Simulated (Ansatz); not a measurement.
`[SiH3][SiH2]Cl` + H₂S → `[SiH3][SiH2]S` + HCl  (ligand exchange at the Si–Cl bond)

Gas-phase electronic energies from Ansatz, PBE0-D4/def2-TZVP geometries. CCSD(T)/CBS is the MP2 limit (def2-TZVPP, def2-QZVPP) plus CCSD(T) − MP2 in def2-TZVPP, frozen cores. This one scheme is used for every species. One conformer a species, not always the lowest.

| species | MP2/CBS(def2) energy (Eh) |
| --- | --- |
| `[SiH3][SiH2]Cl` | -1040.89968 |
| H₂S | -398.94045 |
| `[SiH3][SiH2]S` | -979.47365 |
| HCl | -460.35267 |

Problem. Work out ΔE.

Solution. ΔE = (-979.47365) + (-460.35267) − (-1040.89968) − (-398.94045) = 0.01381 Eh = +8.7 kcal/mol. CCSD(T)/CBS gives +8.6 kcal/mol.

Largest T1 diagnostic among the species: 0.012.

Leaving LDA and LC-ωPBE aside and taking each functional with its dispersion term where it has one, the values, not all of them listed here, spread over 2.3 kcal/mol, from revPBE-D4 to BHLYP-D4. In def2-TZVPP, CCSD(T) changes the Hartree–Fock value by −3.0 kcal/mol (the triples alone add −0.4 kcal/mol) and MP2 by −2.9 kcal/mol.
